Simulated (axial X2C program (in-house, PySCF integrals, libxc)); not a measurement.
Nuclear properties of SiS⁻

Computed with an in-house all-electron X2C program for linear molecules (integrals from PySCF): two-component X2C with atomic mean-field Coulomb and Gaunt terms, Gaussian nuclei, basis S dyall-av3z, Si dyall-av3z with contracted cores.

R = 2.036 Å (near the PBE0 minimum at charge -1 of the determinant lowest at the starting distance; the state shown can have its own minimum elsewhere).

Determinant lowest in the PBE0 search, Ω = 1/2 (⟨Sz⟩ = -0.50, ⟨Lz⟩ = 1.00 at PBE0), spin on the atoms S -0.02, Si -0.48:

| level | Eeff magnitude (GV/cm) | Ws magnitude S (kHz) | Ws magnitude Si (kHz) | A∥/gI S (MHz) | qzz S (a.u.) | A∥/gI Si (MHz) | qzz Si (a.u.) |
| --- | --- | --- | --- | --- | --- | --- | --- |
| PBE0 | 0.00995 | 0.00141 | 0.00907 | 254 | 0.17 | 379 | -0.95 |
| HF | 0.0176 | 0.00455 | 0.0179 | 211 | 0.27 | 373 | -1.17 |
| PBE | 0.00882 | 0.000232 | 0.00708 | 263 | 0.12 | 360 | -0.90 |
| B3LYP | 0.00566 | 0.00106 | 0.00539 | 250 | 0.14 | 350 | -0.96 |
| LDA | 0.00722 | 0.00265 | 0.00294 | 277 | 0.10 | 345 | -0.90 |

Determinant 0.02 eV from it at PBE0 and this distance, Ω = 3/2 (⟨Sz⟩ = 0.50, ⟨Lz⟩ = 1.00 at PBE0), spin on the atoms S 0.02, Si 0.48:

```json
{"level": "PBE0", "Eeff magnitude (GV/cm)": "0.0103", "Ws magnitude S (kHz)": "0.000448", "Ws magnitude Si (kHz)": "0.0031", "A∥/gI S (MHz)": "67.5", "qzz S (a.u.)": "0.17", "A∥/gI Si (MHz)": "51.2", "qzz Si (a.u.)": "-0.96"}
{"level": "HF", "Eeff magnitude (GV/cm)": "0.0227", "Ws magnitude S (kHz)": "0.00107", "Ws magnitude Si (kHz)": "0.00685", "A∥/gI S (MHz)": "74.1", "qzz S (a.u.)": "0.27", "A∥/gI Si (MHz)": "65.2", "qzz Si (a.u.)": "-1.18"}
{"level": "PBE", "Eeff magnitude (GV/cm)": "0.00886", "Ws magnitude S (kHz)": "9.69e-05", "Ws magnitude Si (kHz)": "0.0024", "A∥/gI S (MHz)": "64.6", "qzz S (a.u.)": "0.12", "A∥/gI Si (MHz)": "43.1", "qzz Si (a.u.)": "-0.91"}
{"level": "B3LYP", "Eeff magnitude (GV/cm)": "0.00588", "Ws magnitude S (kHz)": "0.000312", "Ws magnitude Si (kHz)": "0.00183", "A∥/gI S (MHz)": "64.4", "qzz S (a.u.)": "0.14", "A∥/gI Si (MHz)": "63.7", "qzz Si (a.u.)": "-0.97"}
{"level": "LDA", "Eeff magnitude (GV/cm)": "0.00729", "Ws magnitude S (kHz)": "0.000879", "Ws magnitude Si (kHz)": "0.00102", "A∥/gI S (MHz)": "62.3", "qzz S (a.u.)": "0.09", "A∥/gI Si (MHz)": "57.7", "qzz Si (a.u.)": "-0.91"}
```

Eeff is the effective electric field on the electron electric dipole moment in this Ω state and Ws the scalar–pseudoscalar constant of the nucleus named (defined with the proton number Z and per Ω); A∥ (defined per Ω) follows by multiplying with gI = μI/(I μN); qzz is the electric field gradient, eQq0 = 234.96 MHz × Q/barn × qzz. The operators were transformed with the bare-nucleus X2C matrices; with these basis sets, hyperfine constants and field gradients can be off by tens of per cent, and where levels differ in sign neither size nor sign is settled.

**Question.** With gI(33S) = 0.4292, gI(29Si) = -1.1106 (g factors from the IAEA table of nuclear moments by Stone), turn the PBE0 values of the first state into constants in MHz.

**Answer.** A∥(33S) = 254 × 0.4292 = 109 MHz; A∥(29Si) = 379 × -1.1106 = -421 MHz.

Each state is one determinant with collinear spin. Unrestricted Hartree–Fock can overshoot spin polarisation at the nuclei. For an anion, determinants above electron detachment, or with a positive highest level, are held by the basis set. Where Eeff spreads by more than a factor of two the levels disagree and none is to be relied on. The search compared states at one distance, so a state with another bond length can lie lower. The sign of Ws at S differs between levels in the first state. The sign of Ws at S differs between levels in the second state. Where a field gradient or hyperfine factor spreads by more than a factor of two over the levels, a constant derived from it is not to be relied on. PBE0 term energies can be off by some tenths of an eV.
